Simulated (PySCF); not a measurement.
# Shifts of the heteroatoms

Molfile (atoms numbered from 1):
```
C2H4F3N
     RDKit          3D

 10  9  0  0  0  0  0  0  0  0999 V2000
   -1.3543   -0.2467    0.2027 N   0  0  0  0  0  0  0  0  0  0  0  0
   -0.1323    0.5178    0.1704 C   0  0  0  0  0  0  0  0  0  0  0  0
    1.0423   -0.3798   -0.1397 C   0  0  0  0  0  0  0  0  0  0  0  0
    0.8719   -1.0138   -1.3118 F   0  0  0  0  0  0  0  0  0  0  0  0
    2.1684    0.3424   -0.2379 F   0  0  0  0  0  0  0  0  0  0  0  0
    1.2429   -1.3110    0.7913 F   0  0  0  0  0  0  0  0  0  0  0  0
   -2.0971    0.2754    0.6439 H   0  0  0  0  0  0  0  0  0  0  0  0
   -1.6558   -0.4978   -0.7293 H   0  0  0  0  0  0  0  0  0  0  0  0
   -0.0971    1.3354   -0.5637 H   0  0  0  0  0  0  0  0  0  0  0  0
    0.0574    0.9498    1.1549 H   0  0  0  0  0  0  0  0  0  0  0  0
  1  2  1  0
  2  3  1  0
  3  4  1  0
  3  5  1  0
  3  6  1  0
  1  7  1  0
  1  8  1  0
  2  9  1  0
  2 10  1  0
M  END
```

One averaged value for each set of equivalent atoms, single conformer, no solvent, non-relativistic. PBE0-D3(BJ)/def2-TZVP structure; NMR shieldings at B97-2/pcSseg-2/GIAO; PySCF 2.14.

Question: Where does ¹⁹F resonate?

Answer: 
| atoms | environment | σ (ppm) | δ (ppm) |
| --- | --- | --- | --- |
| F4/F5/F6 | fluorine of a CF3 group | 264.2 | -77.8 |

Shieldings were converted by a linear fit to measured shifts: ¹⁹F (scatter 4.2 ppm rms, 5.7 ppm with the 8 outliers that the fit left out vs CFCl3, solution or neat liquid, with a term for F on sp3 carbon). A few per cent of atoms miss by over 2 rms, more outside the fitted compound classes.

On a 300 MHz spectrometer ¹⁹F resonates near 282.3 MHz, so 1 ppm is 282.3 Hz.

Question: What are the ¹⁵N shifts?

Answer: 
| atoms | environment | σ (ppm) | δ (ppm) |
| --- | --- | --- | --- |
| N1 | amine nitrogen | 241.4 | -371.9 |

Shieldings were converted by a linear fit to measured shifts: ¹⁵N: δ = -149.73 − 0.920σ (rms 6.4 ppm, 44 shifts vs CH3NO2, solution or neat liquid). Occasional misses reach two or three times the rms, and more in compound classes unlike the fitted ones.

On a 500 MHz spectrometer ¹⁵N resonates near 50.7 MHz, so 1 ppm is 50.7 Hz.
